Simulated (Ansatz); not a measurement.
A run of Ansatz (development build ahead of 0.2.0) on singlet O₃ at this shape:

| atom | x (Å) | y (Å) | z (Å) |
| --- | --- | --- | --- |
| O | 0.0000 | 0.0000 | -0.3867 |
| O | 0.0000 | 0.9759 | 0.1934 |
| O | 0.0000 | -0.9759 | 0.1934 |

Its results:

| Item | Value |
| --- | --- |
| Converged | yes |
| Reference energy | -224.26592 hartree |
| Correlation energy | -0.57397 hartree |
| Total energy | -224.83990 hartree |
| Spin squared of the determinant | 0.000 |

Q: Which input gives this output? Name the method, the orbitals and the basis set, and write the input.

A: RHF-MP2 in cc-pVDZ. An unrestricted run that stays on the closed shell gives the same numbers.

```yaml
crystal:
  periodic: [false, false, false]
  atoms:
    - { symbol: O, position_ang: [0.0, 0.0, -0.38675] }
    - { symbol: O, position_ang: [0.0, 0.97588, 0.19337] }
    - { symbol: O, position_ang: [0.0, -0.97588, 0.19337] }
basis:
  gaussian: { orbitals: cc-pVDZ }
hamiltonian:
  xc: hf
correlation:
  method: mp2
  frozen_orbitals: { O: 1 }
```

Caution: in another basis set an unrestricted determinant lies well below.
